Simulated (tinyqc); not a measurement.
Worked calculation: UKS/LDA (PW92) in the sto-3g basis, for LiH+, spin multiplicity 2. One step of it, computed by the program tinyqc.

Problem. Iteration 2: building the Kohn-Sham matrix. J_ij = sum D_kl (ij|kl) with D = D(alpha) + D(beta); F = H + J + V_xc; E = tr D H + tr D J / 2 + E_xc + E_nn.

D(alpha) after iteration 1:
```
            1Li 1s    1Li 2s   1Li 2px   1Li 2py    1Li 2pz      2H 1s
1Li 1s    0.979886  0.022579  0.000000  0.000000  -0.017898  -0.091241
1Li 2s    0.022579  0.113952  0.000000  0.000000   0.075694   0.281732
1Li 2px   0.000000  0.000000  0.000000  0.000000   0.000000   0.000000
1Li 2py   0.000000  0.000000  0.000000  0.000000   0.000000   0.000000
1Li 2pz  -0.017898  0.075694  0.000000  0.000000   0.051390   0.192104
2H 1s    -0.091241  0.281732  0.000000  0.000000   0.192104   0.718722
```

D(beta) after iteration 1:
```
            1Li 1s     1Li 2s   1Li 2px   1Li 2py    1Li 2pz      2H 1s
1Li 1s    0.974347   0.048295  0.000000  0.000000  -0.001134  -0.003847
1Li 2s    0.048295   0.002394  0.000000  0.000000  -0.000056  -0.000191
1Li 2px   0.000000   0.000000  0.000000  0.000000   0.000000   0.000000
1Li 2py   0.000000   0.000000  0.000000  0.000000   0.000000   0.000000
1Li 2pz  -0.001134  -0.000056  0.000000  0.000000   0.000001   0.000004
2H 1s    -0.003847  -0.000191  0.000000  0.000000   0.000004   0.000015
```

core Hamiltonian H = T + V (hartree):
```
            1Li 1s     1Li 2s    1Li 2px    1Li 2py    1Li 2pz      2H 1s
1Li 1s   -4.574676  -1.025232   0.000000   0.000000  -0.004185  -0.005607
1Li 2s   -1.025232  -1.272559   0.000000   0.000000  -0.049758  -0.137433
1Li 2px   0.000000   0.000000  -1.034968   0.000000   0.000000   0.000000
1Li 2py   0.000000   0.000000   0.000000  -1.034968   0.000000   0.000000
1Li 2pz  -0.004185  -0.049758   0.000000   0.000000  -1.065796  -0.210983
2H 1s    -0.005607  -0.137433   0.000000   0.000000  -0.210983  -0.972326
```

Two-electron integrals (ij|kl) in chemists' order, unique and non-zero (hartree):
```
(11|11) 1.680395   (21|11) 0.265420   (21|21) 0.049941   (22|11) 0.397727
(22|21) 0.092860   (22|22) 0.290562   (31|31) 0.008981   (32|31) 0.013788
(32|32) 0.064184   (33|11) 0.396640   (33|21) 0.092880   (33|22) 0.290497
(33|33) 0.312946   (41|41) 0.008981   (42|41) 0.013788   (42|42) 0.064184
(43|43) 0.016869   (44|11) 0.396640   (44|21) 0.092880   (44|22) 0.290497
(44|33) 0.279207   (44|44) 0.312946   (51|51) 0.008981   (52|51) 0.013788
(52|52) 0.064184   (53|53) 0.016869   (54|54) 0.016869   (55|11) 0.396640
(55|21) 0.092880   (55|22) 0.290497   (55|33) 0.279207   (55|44) 0.279207
(55|55) 0.312946   (61|11) 0.001165   (61|21) 0.000230   (61|22) 0.000472
(61|33) 0.000462   (61|44) 0.000462   (61|51) 0.000041   (61|52) 0.000088
(61|55) 0.000493   (61|61) 1.33e-06   (62|11) 0.022982   (62|21) 0.005528
(62|22) 0.021619   (62|33) 0.020342   (62|44) 0.020342   (62|51) 0.000704
(62|52) 0.006664   (62|55) 0.024142   (62|61) 0.000035   (62|62) 0.004942
(63|31) 0.000148   (63|32) 0.001131   (63|53) 0.000620   (63|63) 0.000143
(64|41) 0.000148   (64|42) 0.001131   (64|54) 0.000620   (64|64) 0.000143
(65|11) 0.035387   (65|21) 0.008521   (65|22) 0.033553   (65|33) 0.031477
(65|44) 0.031477   (65|51) 0.001100   (65|52) 0.010512   (65|55) 0.037660
(65|61) 0.000054   (65|62) 0.007915   (65|65) 0.012691   (66|11) 0.168581
(66|21) 0.040651   (66|22) 0.167302   (66|33) 0.157362   (66|44) 0.157362
(66|51) 0.004184   (66|52) 0.048935   (66|55) 0.186853   (66|61) 0.000250
(66|62) 0.053966   (66|65) 0.087371   (66|66) 0.774606
```

nuclear repulsion = 0.50574439 hartree

V_xc(alpha) (hartree):
```
            1Li 1s     1Li 2s    1Li 2px    1Li 2py    1Li 2pz      2H 1s
1Li 1s   -1.033689  -0.134966   0.000000   0.000000  -0.001943  -0.000573
1Li 2s   -0.134966  -0.128651   0.000000   0.000000  -0.035240  -0.027609
1Li 2px   0.000000   0.000000  -0.123799   0.000000   0.000000   0.000000
1Li 2py   0.000000   0.000000   0.000000  -0.123799   0.000000   0.000000
1Li 2pz  -0.001943  -0.035240   0.000000   0.000000  -0.134680  -0.044661
2H 1s    -0.000573  -0.027609   0.000000   0.000000  -0.044661  -0.435159
```

V_xc(beta) (hartree):
```
            1Li 1s     1Li 2s    1Li 2px    1Li 2py    1Li 2pz      2H 1s
1Li 1s   -1.032361  -0.133614   0.000000   0.000000  -0.000773  -0.000548
1Li 2s   -0.133614  -0.112215   0.000000   0.000000  -0.020761  -0.014804
1Li 2px   0.000000   0.000000  -0.109831   0.000000   0.000000   0.000000
1Li 2py   0.000000   0.000000   0.000000  -0.109831   0.000000   0.000000
1Li 2pz  -0.000773  -0.020761   0.000000   0.000000  -0.113729  -0.023638
2H 1s    -0.000548  -0.014804   0.000000   0.000000  -0.023638  -0.186938
```

E_xc = sum of w rho eps_xc = -1.83240862 hartree

Give: Coulomb J; F(alpha); F(beta); total energy of this density.

Solution.

Coulomb J (hartree):
```
         1Li 1s  1Li 2s  1Li 2px  1Li 2py  1Li 2pz   2H 1s
1Li 1s   3.5356  0.5769   0.0000   0.0000   0.0056  0.0026
1Li 2s   0.5769  0.9844   0.0000   0.0000   0.0521  0.0950
1Li 2px  0.0000  0.0000   0.9730   0.0000   0.0000  0.0000
1Li 2py  0.0000  0.0000   0.0000   0.9730   0.0000  0.0000
1Li 2pz  0.0056  0.0521   0.0000   0.0000   1.0004  0.1499
2H 1s    0.0026  0.0950   0.0000   0.0000   0.1499  0.9922
```

F(alpha) (hartree):
```
          1Li 1s   1Li 2s  1Li 2px  1Li 2py  1Li 2pz    2H 1s
1Li 1s   -2.0727  -0.5833   0.0000   0.0000  -0.0006  -0.0036
1Li 2s   -0.5833  -0.4168   0.0000   0.0000  -0.0329  -0.0700
1Li 2px   0.0000   0.0000  -0.1858   0.0000   0.0000   0.0000
1Li 2py   0.0000   0.0000   0.0000  -0.1858   0.0000   0.0000
1Li 2pz  -0.0006  -0.0329   0.0000   0.0000  -0.2000  -0.1058
2H 1s    -0.0036  -0.0700   0.0000   0.0000  -0.1058  -0.4153
```

F(beta) (hartree):
```
          1Li 1s   1Li 2s  1Li 2px  1Li 2py  1Li 2pz    2H 1s
1Li 1s   -2.0714  -0.5819   0.0000   0.0000   0.0006  -0.0035
1Li 2s   -0.5819  -0.4004   0.0000   0.0000  -0.0184  -0.0572
1Li 2px   0.0000   0.0000  -0.1718   0.0000   0.0000   0.0000
1Li 2py   0.0000   0.0000   0.0000  -0.1718   0.0000   0.0000
1Li 2pz   0.0006  -0.0184   0.0000   0.0000  -0.1791  -0.0848
2H 1s    -0.0035  -0.0572   0.0000   0.0000  -0.0848  -0.1671
```

total energy of this density = -7.484114 hartree
